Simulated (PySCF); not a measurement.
# Beryllium: a sound run and one with changed settings

Sound run: Be [He] 2s2, Be+ [He] 2s1. Computed with PySCF 2.14 in aug-cc-pVDZ-DK (4s3p2d, 23 functions), with scalar relativity by spin-free X2C-1e. The sound run starts from symmetry-adapted Hartree-Fock orbitals and uses a fine grid where one is needed.

Changed run: radial step 1.2 in ln r (0.13 in the sound run). This setting is unsound on purpose.

```
species  method  sound run (hartree)  changed run (hartree)  converged
     Be     UHF            -14.57489              -14.57489        yes
     Be    MN15            -14.66165              -14.65369        yes
     Be  M06-2X            -14.66714              -14.63933        yes
    Be+     UHF            -14.27811              -14.27811        yes
    Be+    MN15            -14.33095              -14.31247        yes
    Be+  M06-2X            -14.33282              -14.29982        yes
```

Ionisation energy of Be:

```json
{"method": "UHF", "sound run (eV)": "8.076", "changed run (eV)": "8.076"}
{"method": "MN15", "sound run (eV)": "8.999", "changed run (eV)": "9.285"}
{"method": "M06-2X", "sound run (eV)": "9.097", "changed run (eV)": "9.238"}
```

A coarse radial grid mis-integrates the density and the exchange-correlation energy, with errors of either sign; Hartree-Fock needs no grid.

For comparison, NIST gives 9.323 eV between the lowest levels.
